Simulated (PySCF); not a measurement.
# Chlorine: a sound run and one with changed settings

Sound run: Cl [Ne] 3s2 3p5, Cl+ [Ne] 3s2 3p4. Calculation: PySCF 2.14, in cc-pVTZ-DK; the spin-free X2C one-electron Hamiltonian (Gaussian nucleus). In the sound run the correlated levels freeze [Ne]. The sound run starts from symmetry-adapted Hartree-Fock orbitals and uses a fine grid where one is needed.

Changed run: basis STO-3G, all-electron and non-relativistic. This setting is unsound on purpose.

```tsv
species	method	sound run (hartree)	changed run (hartree)	converged
Cl	UHF	-460.89424	-454.54219	yes
Cl	LDA	-460.05887	-453.57551	yes
Cl	MN15	-461.64700	-454.03338	yes
Cl	MP2	-461.05230	-454.54219	yes
Cl+	UHF	-460.46221	-454.12970	yes
Cl+	LDA	-459.57431	-453.11261	yes
Cl+	MN15	-461.16811	-453.56166	yes
Cl+	MP2	-460.58581	-454.12970	yes
```

Ionisation energy of Cl:

```tsv
method	sound run (eV)	changed run (eV)
UHF	11.756	11.224
LDA	13.185	12.596
MN15	13.031	12.836
MP2	12.694	11.224
SCS-MP2	12.692	11.224
```

A minimal basis cannot let orbitals breathe on ionisation and holds almost no correlation. The Hamiltonian changed with the basis, so the totals do not compare.

For comparison, NIST gives 12.968 eV between the lowest levels.
